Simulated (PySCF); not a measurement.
# Name the molecule from its bond curve

A diatomic of charge 0 contains P. Its singlet curve at MN15 in a double-zeta basis (no relativity, PySCF), in eV from the separated fragments:

(R (Å), E (eV)): (1.284, -3.861), (1.344, -5.064), (1.403, -5.718), (1.448, -5.936), (1.493, -5.976), (1.538, -5.874), (1.597, -5.573), (1.672, -5.009), (1.762, -4.168), (1.881, -3.248)

The fit gives ωe = 1449 cm⁻¹ and the rotational constant Bₑ = 0.7964 cm⁻¹.

Problem. Which atom is the partner?

Solution. The minimum lies at 1.482 Å, so the reduced mass is 16.8576 u Å² cm⁻¹/(Bₑ·Re²) = 9.638 u. With P at 30.97 u the partner weighs about 14.0 u: N. The molecule is PN.
